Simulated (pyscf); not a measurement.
Structures and frequencies: ωB97X-D3(BJ)/def2-SVP in PySCF.

H₂N–Sb(F)–F + hydrogen fluoride (HF) -> F–Sb(F)–F + ammonia (NH₃)
Surface: singlet. Broken: N–Sb, F–H. Formed: F–Sb, H–N. Give ΔE‡ and ΔE from ωB97M-D3(BJ)/def2-TZVP, relative to the separated reactants.

ΔE‡ = -0.30 eV, ΔE = -0.66 eV. Zero-point energy shifts the barrier by +0.04 eV. It is a four-centre exchange, with an imaginary mode of 599i cm⁻¹. On the reactant side the descent ends in a bound adduct, 0.45 eV under the separated species and 0.12 eV under the saddle at ωB97X-D3(BJ)/def2-TZVP. On the product side the descent ends in an adduct with a N–Sb contact, 0.39 eV under the separated species and 0.68 eV under the saddle at ωB97X-D3(BJ)/def2-TZVP. At ωB97M-D3(BJ) the saddle lies under the separated reactants, which points to a path from their complex (located at ωB97X-D3(BJ) alone). What is counted as broken (N–Sb) persists as a longer contact in the product adduct; parting that adduct is a step of its own. This is the saddle that the search found; another between the same sides may lie lower. Elements past Kr carry the def2 core potentials, without spin-orbit coupling.
